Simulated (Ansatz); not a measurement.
**ZnH, quartet in def2-SVP: errors against UCCSDTQ**

Geometry: that of the ZnH, doublet, kept fixed. The doublet lies 6.8 eV lower here.

```xyz
2

Zn    0.0000    0.0000    0.0000
H     0.0000    0.0000    1.6172
```

Basis def2-SVP; Ansatz 0.2.0. Correlated methods freeze the noble-gas cores, which leaves 13 electrons in 27 orbitals. Prefix R: restricted or restricted open-shell reference; prefix U: unrestricted. Active spaces: frontier = (11e, 11o) about the gap. No spin–orbit coupling is included, and no scalar relativity. The metal's outer-core shells are frozen, which leaves out core–valence correlation.

Full CI isn't at hand for all of this; UCCSDTQ serves as the reference, and is uncertain by about the last step of the cluster series. The frozen core follows each run's orbitals, which can shift R against U totals by a few meV for light atoms and by up to 0.1 eV past Ca.

* UHF ⟨S²⟩: 3.753
* T1 diagnostic (RCCSD): 0.0181
* largest doubles amplitude (RCCSD): 0.029
* T1 diagnostic (UCCSD): 0.0150

```csv
level,E − E(RHF) (eV)
UHF,-0.0458
UMP2,-7.4473
UCCSD,-6.9128
UCCSD(T),-7.0994
```

**Question.** Estimate how far UCCSDTQ in def2-SVP lies from UCCSD(T). The table doesn't fix it; the size of (T) and the diagnostics are the guide.

**Answer.** UCCSDTQ in def2-SVP lies 26 meV above UCCSD(T), which is 14 % of the (T) step (-187 meV). (T) overshoots here: it takes the energy past the reference.

The other levels:

| level | E − E(UCCSDTQ) (meV) | share of correlation (%) | wall time |
| --- | --- | --- | --- |
| UCCSDT | -20 | 100.28 | – |
| UCCSDT(Q) | 10 | 99.86 | 12 s |

The correlation energy at UCCSDTQ, counted from RHF, is -7.073 eV. That run took 65 s on 2 threads of AMD EPYC 7R13 with a shared H100 80 GB, shared host.

Run but not shown, since their state or frozen core can't be matched to the reference's or they repeat it: RHF, RMP2, CISD, RCCSD, RCCSD(T), RCCSDT, RCCSDT(Q), RCCSDTQ, CASSCF (frontier space), NEVPT2 (frontier space), MRCISD (frontier space), MRCISD+Q (frontier space).

Times hold each run's SCF and search for its determinant on a shared host, so for small cases they say little of a method's own cost; they ran on 1 thread of AMD EPYC 7R13.
